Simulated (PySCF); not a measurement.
# FNO (Nitrosyl fluoride): the cost of one run

The runs use PySCF 2.14.0, with density-fitted response routines of our own; the level of theory stands in each step. All values are computed, except where a source is named. Atoms are numbered from 0 throughout.

## (1) Starting geometry

3 atoms, charge 0, multiplicity 1; geometry from: GFN2-xTB. The atoms were then displaced at random by about 0.01 Å, so the start is not that level's minimum.

Bonds of the start (Å): O0–N1 1.13, N1–F2 1.48.

## (2) Optimising the geometry at PBE0-D3(BJ)/def2-TZVP

The job: settings as JSON, then the geometry in Å.

```
{"job": {"xc": "PBE0", "basis": "def2-TZVP", "d3": "d3bj", "grid": 2, "shake": 0.01, "kind": "geom"}, "charge": 0, "multiplicity": 1}
O     -0.984020    -0.310300     0.001180
N     -0.163590     0.472530    -0.013640
F      1.153630    -0.197170    -0.006720
```

On the command line:

```sh
OMP_NUM_THREADS=1 python probes_run.py task.json out
```

The driver reads the jobs from task.json and runs them one after another.

**Question.** How long does this first job take on 1 thread of Intel Xeon Platinum 8259CL at 2.50GHz, shared host, and how much memory does it need?

About 18 s, with a peak of 0.36 GiB.
